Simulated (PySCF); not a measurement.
Species: HMg (doublet state).
SMILES: `[MgH]`

Theory: PBE0-D3(BJ)/def2-SVP geometry optimisation, gas phase (PySCF 2.14.0).

Masses are those of the commonest isotopes; rigid-rotor values at the optimised geometry. 

Question: What are the moment of inertia and the rotational constant?

Answer: I = 2.946 u·Å², B = 505379 MHz·u·Å²/I = 171534 MHz (5.7217 cm⁻¹, or 8.232 K as hB/k). For two atoms I = μr² with μ = 0.9672 u and r = 1.7453 Å.

Question: List the first levels of a rigid rotor in a Σ state.

Answer: E(J) = BJ(J+1): J = 1: 11.443, J = 2: 34.330, J = 3: 68.661, J = 4: 114.435, J = 5: 171.652, J = 6: 240.313 cm⁻¹. For this open shell read J as N, the rotation without spin; fine and hyperfine splittings come on top.

Question: Where do the first rotational lines fall?

Answer: The dipole is 1.27 D; J+1 ← J lies at 2B(J+1): 1 ← 0 at 343.07 GHz, 2 ← 1 at 686.13 GHz, 3 ← 2 at 1029.20 GHz, 4 ← 3 at 1372.27 GHz, 5 ← 4 at 1715.34 GHz, 6 ← 5 at 2058.40 GHz.

Question: Estimate the classical rotational partition function at 100 K.

Answer: Point group C∞v, symmetry number σ = 1; q = kT/(σhB), k/h = 20836.6 MHz/K: 12.1 at 100 K.

Not checked by PBE0-D3(BJ)/def2-SVP frequencies. ⟨S²⟩ = 0.754 (exact for a doublet: 0.75). These are rigid-rotor constants of the computed structure; measured ground-state constants (B0) also hold zero-point vibration.
